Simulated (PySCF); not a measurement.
Compound: difluoroacetylene, C2F2.
Bonds: F1–C2, C2–C3 (triple), C3–F4.

Level: wB97X-D/pcSseg-2 in PySCF, non-relativistic, on one gas-phase PBE0-D3(BJ)/def2-TZVP geometry that isn't relaxed in the solvent. The solvent is an IEF-PCM continuum (van der Waals radii × 1.2). Only the electrostatic response of the medium enters.

Gas phase at wB97X-D/pcSseg-2: HOMO -10.15 eV, LUMO 2.76 eV, dipole 0.00 D.

What does the continuum do to the energy, the frontier levels and the dipole at wB97X-D/pcSseg-2 in chloroform?

```
   solvent      ε  E(solvent) − E(gas) (kcal/mol)  polarisation term (kcal/mol)  distortion of the solute (kcal/mol)  HOMO (eV)  LUMO (eV)  dipole (D)
chloroform  4.711                           -0.21                         -0.21                                 0.00     -10.09       2.82        0.00
```

The first energy column is the sum of the next two and covers electrostatics alone.

The run took 8.9 s wall on Arm Neoverse N1, one thread, on a shared host, and the process peaked at 0.54 GiB of memory. This is the whole shielding run at wB97X-D/pcSseg-2 in chloroform, SCF included.

Note: wB97X-D ran without an empirical dispersion term, which enters the total energy and its gradient alone.
